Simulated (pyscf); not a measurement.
**Atom transfer: HO–Ga(Cl)–Cl + H• → [HO–Ga–Cl]• + HCl**

Gas phase, doublet surface, charge 0. Bonds broken: Ga2–Cl3. Bonds formed: Cl3–H6. Optimised with ωB97X-D3(BJ)/def2-SVP in PySCF.

Transition state (Å):

```xyz
6

O      2.0050     0.3440    -1.0880
Ga     0.2462     0.5009    -0.9014
Cl    -0.7555     0.3977     1.1958
Cl    -0.9120     0.7769    -2.6753
H      2.4897     0.2202    -0.2631
H     -1.4041     0.3142     2.6332
```

One imaginary mode, 1098i cm⁻¹; descent along it reached the two sides named, in the forms told below.

```
bond     change  reactant side (Å)  saddle  product side
-------  ------  -----------------  ------  ------------
Ga2–Cl3  breaks              2.126   2.326           3.0
Cl3–H6    forms                3.6   1.579         1.314
```

Electronic energies relative to the separated reactants (kcal/mol):

```csv
level,barrier,reaction energy,reverse barrier
ωB97X-D3(BJ)/def2-TZVP,16.5,-1.0,17.5
PBE/def2-TZVP,3.6,-8.0,11.6
r²SCAN/def2-TZVP,6.3,-5.8,12.2
B3LYP-D3(BJ)/def2-TZVP,6.4,-8.9,15.3
PBE0-D3(BJ)/def2-TZVP,9.5,-4.4,13.9
M06-2X/def2-TZVP,14.7,-3.4,18.1
ωB97M-D3(BJ)/def2-TZVP,14.2,-6.2,20.4
HF/def2-TZVP,30.8,+1.6,29.2
```

With ωB97M-D3(BJ)/def2-TZVP energies and thermal terms (ideal gas, 1 atm, RRHO with modes under 100 cm⁻¹ raised to 100, one conformer, R ln 2 for rigid chiral ones), in kcal/mol:

| T (K) | ΔH‡ | ΔG‡ | ΔH | ΔG |
|---|---|---|---|---|
| 298 | 14.0 | 20.2 | -3.5 | -6.4 |
| 600 | 13.6 | 26.6 | -4.5 | -8.9 |
| 900 | 13.3 | 33.2 | -5.6 | -10.8 |
| 1200 | 13.0 | 39.8 | -6.6 | -12.4 |

On the product side the descent ends in a complex (not fully relaxed), 6.7 kcal/mol under the separated species and 24.2 kcal/mol under the saddle at ωB97X-D3(BJ)/def2-TZVP. This is the saddle that the search found; another between the same sides may lie lower. The angle at the transferred Cl is 179°. Elements up to Kr have no core potential and no relativistic terms here.
